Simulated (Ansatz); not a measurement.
Run this with Ansatz's Python interface and show what comes out.

The script, `deck.py`:
```python
"""C4H7FO through the session interface."""

import logging
import sys

import ansatz as az

logging.basicConfig(stream=sys.stdout, format="[%(levelname)s] %(message)s")
log = logging.getLogger("ansatz_job")
log.setLevel(logging.INFO)

DECK = """
crystal:
  periodic: [false, false, false]
  atoms:
    - { symbol: C, position_ang: [1.6157, 0.2182, -0.1607] }
    - { symbol: C, position_ang: [0.3854, -0.4497, 0.4226] }
    - { symbol: O, position_ang: [-0.2799, -1.2721, -0.5732] }
    - { symbol: C, position_ang: [-1.3919, -0.345, -0.6179] }
    - { symbol: C, position_ang: [-0.8693, 0.422, 0.5982] }
    - { symbol: F, position_ang: [-0.7206, 1.76, 0.4556] }
    - { symbol: H, position_ang: [2.0431, 0.927, 0.5556] }
    - { symbol: H, position_ang: [1.3822, 0.7649, -1.0803] }
    - { symbol: H, position_ang: [2.3831, -0.5264, -0.3952] }
    - { symbol: H, position_ang: [0.6267, -1.0419, 1.3132] }
    - { symbol: H, position_ang: [-1.4032, 0.2165, -1.5568] }
    - { symbol: H, position_ang: [-2.3503, -0.8512, -0.4747] }
    - { symbol: H, position_ang: [-1.4211, 0.1778, 1.5137] }
basis:
  gaussian: { orbitals: def2-SVP }
hamiltonian:
  xc: r2scan
accuracy: medium
scf:
  lower_state_search: light
"""

session = az.Session.from_yaml(DECK)
data = session.plan(threads=1).execute().report

for key in ("converged", "free_energy_ev", "reference_energy_ev", "n_frozen", "n_occupied", "n_virtual"):
    log.info(f"{key:22s} {data[key]}")
symbols = ["C", "C", "O", "C", "C", "F", "H", "H", "H", "H", "H", "H", "H"]
field = data["mean_field"]
print("<S^2> =", round(abs(field["state"]["spin_squared"]), 4), " all-electron relativity setting:", field["relativity"])
print("passes:", field["passes"])
if "symmetry" in field:
    print("occupied orbitals by irrep:", field["symmetry"]["occupied"])
```

`python deck.py` gives:
```text
[INFO] converged              True
[INFO] free_energy_ev         -9013.257501905879
[INFO] reference_energy_ev    -9013.257501905879
[INFO] n_frozen               0
[INFO] n_occupied             [24, 24]
[INFO] n_virtual              [95, 95]
<S^2> = 0.0  all-electron relativity setting: none
passes: {'evaluations': 16, 'products': 12}
occupied orbitals by irrep: [{'A': 24}, {'A': 24}]
```

What to keep in mind:
- The settings weren't tested for convergence.
- The geometry is a force-field or estimated start, not a minimum of this method, and the basis set is short of its limit.
- It ran for 7.4 s on 1 thread of Intel(R) Xeon(R) Platinum 8259CL CPU @ 2.50GHz (Skylake/Cascade Lake), with other jobs on the host, peak memory 0.22 GiB.

(Lines on the test bed's own set-up are left out of the output.)
